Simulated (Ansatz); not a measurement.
What does this script print? It uses the Ansatz DFT code, driven from Python.

The script reads `alh5osi.xyz`:
```text
8

O    -1.60760   -0.07570   -0.79340
Si   -0.23950    0.67940   -0.15880
Al    1.02030   -0.97570    0.90250
H    -2.06380    0.73080   -1.23850
H     0.55350    1.27750   -1.26190
H    -0.60630    1.73640    0.81420
H     2.63150   -1.04530    0.54880
H     0.40420   -2.38450    1.13120
```

Script `run_pa.py`:
```python
# -*- coding: utf-8 -*-
import ansatz
import numpy as np

BASIS_SET = "def2-SVP"
XC = "pbe0"
NET_CHARGE = 1
FORCE_TOL = 0.01

geometry = ansatz.Crystal.molecule_from_extxyz("alh5osi.xyz")

base = (
    geometry.calculation()
    .basis(gaussian=BASIS_SET)
    .functional(XC)
)
symbols = [site.symbol for site in geometry.cartesian_sites]
start = np.array([site.position_ang for site in geometry.cartesian_sites], dtype=float)
summary = base.relax(force_tolerance=0.01).run(threads=1).report
end = np.array(summary["positions_ang"])

away = sum((end[0] - end[j]) / np.linalg.norm(end[0] - end[j]) for j in [1, 3]) + np.array([0.15, 0.1, -0.2])
proton = end[0] + 1.0 * away / np.linalg.norm(away)
acid = ansatz.Crystal.molecule()
for symbol, place in zip(symbols, end):
    acid = acid.atom(symbol, place.tolist())
acid = acid.atom("H", proton.tolist())
protonated = (
    acid.calculation()
    .basis(gaussian=BASIS_SET)
    .functional(XC)
    .charge(NET_CHARGE)
    .relax(force_tolerance=FORCE_TOL, max_steps=80)
)
after = protonated.run(threads=1).report
xyz = np.array(after["positions_ang"])
reach = np.linalg.norm(xyz[:-1] - xyz[-1], axis=1)
print(f"base {summary['free_energy_ev']:.5f} eV, protonated {after['free_energy_ev']:.5f} eV")
print(f"the proton ends {reach.min():.3f} A from {symbols[reach.argmin()]}{reach.argmin()}")
print(f"electronic proton affinity {(summary['free_energy_ev'] - after['free_energy_ev']):.3f} eV")
```

```console
$ python run_pa.py
base -16588.12857 eV, protonated -16596.84137 eV
the proton ends 0.972 A from O0
electronic proton affinity 8.713 eV
```

Notes:
- Total energies depend on the basis set; only differences at equal settings carry meaning.
- The proton is put on one chosen atom, which needn't be the most basic site, so the molecule's proton affinity can be higher; the ends are stationary points, not checked by frequencies, and zero-point and thermal terms count only where printed.
- The whole script took 75 s on 1 thread of Arm Neoverse V2 (shared host), peak memory 0.23 GiB.
